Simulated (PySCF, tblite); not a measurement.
# C4H3FO: geometry, infrared bands, NMR shifts and spin-spin couplings

What infrared bands, NMR shifts and spin-spin couplings should C4H3FO (`O=C=C/C=C\F`) show?

The runs use tblite 0.8.0 and PySCF 2.14.0, with density-fitted response routines of our own; the level of theory stands in each step. All values are computed, except where a source is named. Atoms count from 0, in the outputs and in this text.

## Step 1: The molecule as given

9 atoms, charge 0, multiplicity 1; geometry from: force field or distance geometry start.

Bonds of the start (Å): O0–C1 1.18, C1–C2 1.29, C2–C3 1.46, C3–C4 1.34, C4–F5 1.34, C2–H6 1.08, C3–H7 1.08, C4–H8 1.08.

## Step 2: Relaxing the molecule with GFN2-xTB

What the job is given:

```
{"job": {"kind": "relax", "xc": "GFN2-xTB", "basis": "xTB"}, "charge": 0, "multiplicity": 1}
O      3.089800     0.212600    -0.586500
C      2.000000     0.075900    -0.145500
C      0.821800    -0.090000     0.359200
C     -0.376600     0.122600    -0.445500
C     -1.610600    -0.042600     0.053400
F     -1.849300    -0.402200     1.318700
H      0.711200    -0.375600     1.391300
H     -0.244400     0.412900    -1.473100
H     -2.528300     0.092400    -0.497200
```

Run with:

```
$ OMP_NUM_THREADS=1 python probes_run.py task.json out
```

One launch serves the whole session: the jobs run in the order shown.

**Question.** This job is followed by: GFN2-xTB harmonic vibrations, gas phase; GIAO PBE0/pcSseg-1 NMR shielding, non-relativistic, gas phase; B3LYP/pcJ-1 indirect spin-spin coupling, non-relativistic, gas phase. What will the session give for the following? strongest single infrared mode (GFN2-xTB); zero-point energy (GFN2-xTB); ¹³C shifts against TMS (PBE0/pcSseg-1); ¹H shifts against TMS (PBE0/pcSseg-1); ¹⁷O shifts against H2O (PBE0/pcSseg-1); ¹⁹F shifts against CFCl3 (PBE0/pcSseg-1); surface potential, 1st and 99th percentile; largest coupling of the table (B3LYP/pcJ-1).

The runs gave:

| quantity | value |
| --- | --- |
| strongest single infrared mode (GFN2-xTB) | 2274 cm⁻¹, 1547 km/mol |
| zero-point energy (GFN2-xTB) | 35.8 kcal/mol |
| ¹³C shifts against TMS (PBE0/pcSseg-1) | 208.5, 153.2, 103.4, 21.5 ppm |
| ¹H shifts against TMS (PBE0/pcSseg-1) | 6.67, 5.14, 4.61 ppm |
| ¹⁷O shifts against H2O (PBE0/pcSseg-1) | 403.5 ppm |
| ¹⁹F shifts against CFCl3 (PBE0/pcSseg-1) | -132.4 ppm |
| surface potential, 1st and 99th percentile | -0.72 V and 1.52 V |
| largest coupling of the table (B3LYP/pcJ-1) | ¹J(C,F) C4–F5, -329.0 Hz |

In words: Relaxing lowered the energy by 0.049 eV in 31 steps; the close pair that moved most is O0–C1, from 1.184 to 1.160 Å. All 21 modes are real, so the xTB geometry is a minimum. The strongest single mode, at 2274 cm⁻¹, moves mainly C1. GFN2-xTB is a fitted tight-binding method: band positions and strengths are rough. Its intensities can rank the bands wrongly. At PBE0/pcSseg-1: Shielding is most anisotropic at O0 (span 377 ppm, paramagnetic term -468 ppm). At PBE0/pcSseg-1, counted by nearest atom on the grid, the HOMO lies on C2, C4 about 23 % each; O0 14 %, the LUMO on C1 50 %; O0 28 %. In the run at B3LYP/pcJ-1, the largest coupling of the table is C4–F5, -329.0 Hz, of which the Fermi-contact term gives -322.0 Hz. Couplings across rotatable bonds belong to this one conformer; where others are populated, the observed values are averages.
